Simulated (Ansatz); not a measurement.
**Exact exchange and the electronic atomisation energy of C3H2O**

C3H2O has 6 atoms, charge 0, and is taken as a singlet. As SMILES, `C#CC=O`. The coordinates come from a PBE0-D4/def2-TZVP relaxation.

The electronic atomisation energy y, in eV, basis 6-311+G(d,p); a is the functional's share of exact exchange. Programs: Ansatz 0.2.0.

```
functional  program     a  y (eV)
    revPBE   Ansatz     0   28.63
      BLYP   Ansatz     0   28.72
     B3LYP   Ansatz   0.2   28.36
   r2SCAN0   Ansatz  0.25   27.71
      PBE0   Ansatz  0.25       ?
     BHLYP   Ansatz   0.5   26.88
```

**Question.** Fit y = c + s·a to the known rows and predict PBE0.

**Answer.** 
1. Means of the 5 rows: a = 0.1900, y = 28.060.
2. Σ(Δa)² = 0.172, Σ(Δa·Δy) = -0.6175, so the slope is -0.6175/0.172 = -3.5901.
3. Intercept: 28.060 − (-3.5901) × 0.1900 = 28.742. The largest residual of the fit is 0.34.
4. PBE0: 28.742 + (-3.5901) × 0.25 = 27.84 eV.

The run gave 28.69 eV, so the prediction is off by -0.85 eV, more than the scatter of the fit. The rows mix families of semi-local functionals, which the line can't see.
